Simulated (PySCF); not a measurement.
Species: C2H (charge -1).
SMILES with atom numbers: `[C-:1]#[CH:2]`

The computed photoelectron lines, unassigned: C 1s: 282.39 (area 1), 282.76 (area 1) eV.

Method: delta-SCF UKS SCAN, pcX-2 on the ionised atom, pcseg-1 elsewhere, spin-free X2C (PySCF 2.14.0). Isolated species at its GFN2-xTB geometry, gas phase.

(1) Assign the C 1s lines to atoms.

Answers

(1) 282.39 eV: C1 (carbon bonded to C); 282.76 eV: C2 (carbon bonded to C and H). The listed C 1s values span 0.37 eV, from C1 (bonded to C (triple bond)) to C2 (bonded to C (triple bond) and H). Summing the Pauling electronegativity differences to the bonded atoms, each weighted by its formal bond order, gives 0.00 for the lowest site and -0.35 for the highest; the largest sum, 0.00, belongs to C1, 0.37 eV below the top. The smallest sum, -0.35, belongs to C2, 0.37 eV above the lowest.

Bonded neighbours of each site: C1: C (triple bond); C2: C (triple bond) and H.

**Question.** Express the binding energy of C 1s of C2 in atomic units and per mole.

**Answer.** 282.76 eV = 10.3912 Eh = 27282 kJ/mol.

The unrestricted hole states depart most from a pure doublet (⟨S²⟩ = 0.75; over 0.85 named) for C 1s of C1 (0.90), which makes this value less certain. The species carries charge -1, so core ionisation leaves a neutral species. The basis sets have no added diffuse functions.

On Arm Neoverse V1, one thread, no GPU, on a shared host, this took 1.5 s.
